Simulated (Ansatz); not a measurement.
A nudged elastic band was laid between two geometries of CH5B + H2 (9 atoms, charge 0, multiplicity 1).

Method: Ansatz, RKS B3LYP-D4/def2-SVP.

```
movable images  : 5
climbing image  : yes
spring          : 5.0 eV/Å²
optimiser       : quadratic models (default)
start path      : through a guess of the saddle point
force threshold : 0.05 eV/Å
iteration limit : 60
end points      : relaxed
```

Initial state:

```xyz
9
Properties=species:S:1:pos:R:3
B 0.022 0.163 0.401
C 0.046 0.360 1.948
H -0.899 0.132 2.464
H 0.891 -0.117 2.468
H 0.199 1.457 2.063
H 1.047 0.000 -0.219
H -1.005 0.282 -0.224
H -0.297 -2.375 -0.050
H -0.354 -2.474 0.703
```

Final state:

```xyz
9
Properties=species:S:1:pos:R:3
B -0.106 -0.562 -0.538
C 0.016 -0.055 2.355
H -0.973 0.046 2.825
H 0.775 -0.284 3.116
H 0.280 0.880 1.844
H 0.990 -0.085 -0.675
H -1.080 0.145 -0.552
H -0.235 -1.758 -0.464
H -0.017 -0.898 1.643
```

Task: What changes between the two ends?

Result: Bonds broken: B1–C2, H8–H9. Bonds formed: B1–H8, C2–H9. CH5B + H2 becomes BH3 + CH4.

Task: Give the energies along the band, and the barrier.

Result: The run converged. The highest image is number 3 of 0 to 6, 0.63 eV above the first end and 0.82 eV above the last; the last end lies 0.18 eV below the first. A vibrational analysis at the climbing image gives one clearly imaginary mode, 1090i cm⁻¹: a first-order saddle point. The orbitals stay closed-shell, which can raise the energy where a bond breaks towards radicals; this wasn't checked here.

```csv
image,path coordinate (Å),energy (eV),B1–C2 (Å),H8–H9 (Å),B1–H8 (Å)
0,0.00,0.00,1.56,0.76,2.60
1,0.64,0.02,1.57,0.76,2.09
2,1.28,0.11,1.61,0.80,1.56
3,1.91,0.63,1.78,1.11,1.29
4,2.46,0.07,2.15,1.58,1.21
5,3.01,-0.16,2.58,1.95,1.21
6,3.56,-0.18,2.94,2.29,1.21
```

Task: What is the geometry of the highest image?

Result: 
```xyz
9
Properties=species:S:1:pos:R:3
B -0.043 -0.315 0.176
C -0.012 -0.011 1.928
H -0.969 -0.150 2.453
H 0.801 -0.463 2.517
H 0.190 1.066 1.862
H 1.052 -0.075 -0.262
H -1.063 0.157 -0.255
H -0.181 -1.592 0.050
H -0.125 -1.190 1.084
```

Task: What are the harmonic wavenumbers there?

Result: 1090i, 206, 612, 686, 869, 970, 1004, 1056, 1111, 1149, 1250, 1298, 1454, 1465, 2220, 2421, 2587, 2670, 3047, 3138, 3159 cm⁻¹.

Run time: 74 s on 1 thread of Arm Neoverse V1, with other jobs on the host, peak memory 0.11 GiB.
